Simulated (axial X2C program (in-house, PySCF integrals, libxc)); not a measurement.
## Working with the constants of LiS

A bond curve at the CCSD(T) level, two-component, was computed with an in-house all-electron X2C program for linear molecules (integrals from PySCF) (basis S dyall-av3z [9s8p3d2f], Li dyall-cv3z [7s8p2d] (cores contracted in-house)) for the state Ω = 3/2 (⟨Sz⟩ = 0.50, ⟨Lz⟩ = 1.00 at HF). Its fit gives Re = 2.1763 Å, ωe = 564.8 cm⁻¹, ωexe = 4.11 cm⁻¹ and αe = 6.897e-03 cm⁻¹; the masses are 31.9721 and 7.0160 u. Two-component means X2C with spin–orbit coupling and atomic mean-field Coulomb and Gaunt terms.

Correlated methods: 7 electrons correlated (number of frozen shells: S 2 s, 1 p; Li 1 s), 171 virtual spin orbitals or spinors in MP2, 84 natural virtuals in coupled cluster.

Task: Find the reduced mass, Be and the force constant.

Result: From the CCSD(T) values: μ = 5.7535 u. Be = 16.8576/(μ Re²) = 0.6186 cm⁻¹. k = 5.8918×10⁻⁷ μ ωe² = 1.08 mdyn/Å.

Task: A Morse curve ties αe to the other constants (Pekeris). How well does that hold?

Result: αe(Morse) = 6Be²/ωe × (√(ωexe/Be) − 1) = 6.414e-03 cm⁻¹; the CCSD(T) curve gives 6.897e-03 cm⁻¹, a ratio of 0.93.

Task: Where do the fundamental and the first overtone lie?

Result: ν(1←0) = ωe − 2ωexe = 556.6 cm⁻¹; ν(2←0) = 2ωe − 6ωexe = 1104.9 cm⁻¹.

Task: Estimate De from a Morse curve and compare with the computed well depth of 3.055 eV to S + Li.

Result: De(Morse) = ωe²/(4ωexe) = 2.406 eV against 3.055 eV computed, a ratio of 0.79. The extrapolation falls short: long-range attraction (ionic or ion–induced dipole) or a change of character along the curve can cause this.

Task: Estimate the centrifugal constant by the Kratzer relation.

Result: D = 4Be³/ωe² = 2.97e-06 cm⁻¹.

One determinant describes the state; a PBE0 search over occupations chose it and may have missed a lower one. De is counted from the lowest determinant-based energies of the atoms at the same level, without counterpoise correction. CCSD and (T) use frozen natural virtuals with an MP2 correction for the truncation; (T) itself is uncorrected, so its De runs slightly low.
